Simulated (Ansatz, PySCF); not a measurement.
Species: NH2, charge 0, doublet. NH2 (SMILES [NH2], doublet).
B3LYP-D3(BJ)/def2-TZVP minimum from Ansatz (a first-principles code):
```
N
H 1 1.0284
H 1 1.0284 2 103.25
```
Charge 0, spin multiplicity 2.

Total energies in hartree (Ansatz). UHF or UKS for unpaired electrons; spin-orbit terms are left out. Cores are frozen in correlated methods. No relativity. Where a partner has so few electrons that a lower coupled-cluster level is exact, that level stands in.

| species | HF/cc-pVTZ | CCSD(T)/cc-pVTZ | HF/cc-pVQZ | CCSD(T)/cc-pVQZ | CCSDT(Q)/cc-pVQZ |
|---|---|---|---|---|---|
| 1: NH2 (SMILES [NH2], doublet) | -55.58579 | -55.79359 | -55.59045 | -55.81078 | -55.81140 |
| 2: N (quartet) | -54.40069 | -54.51471 | -54.40372 | -54.52482 | -54.52521 |
| 3: H (doublet) | -0.49981 | -0.49981 | -0.49995 | -0.49995 | -0.49995 |

Work out the enthalpy of formation at 298 K (by atomisation, with ideal-gas terms from PySCF's Hessian at B3LYP-D3(BJ)/def2-TZVP and the atoms' measured values of the G2/97 table; no spin-orbit terms) in kcal/mol: take Hartree-Fock from cc-pVQZ, extrapolate the CCSD(T) correlation energy as X^-3 (X = 3, 4), and add CCSDT(Q) - CCSD(T) in cc-pVQZ. The further terms named in the bracket sum to +0.36169 hartree. 1 hartree = 627.51 kcal/mol.


Species 1: correlation (64·(-0.22033) - 27·(-0.20780))/37 = -0.22947; step -0.00062; E1 = -55.59045 + (-0.22947) + (-0.00062) = -55.82054
Species 2: correlation (64·(-0.12110) - 27·(-0.11402))/37 = -0.12627; step -0.00039; E2 = -54.40372 + (-0.12627) + (-0.00039) = -54.53038
Species 3: correlation (64·(0.00000) - 27·(0.00000))/37 = 0.00000; step +0.00000; E3 = -0.49995 + (0.00000) + (+0.00000) = -0.49995
+1·E1 -1·E2 -2·E3 +0.36169 = 0.07143 hartree = 44.8 kcal/mol. Measured: 45.1 kcal/mol, 188.7 kJ/mol (G2/97 table in ASE (Curtiss et al.)). The composite differs from it by -0.3 kcal/mol; core, relativistic and spin-orbit terms are not in it.
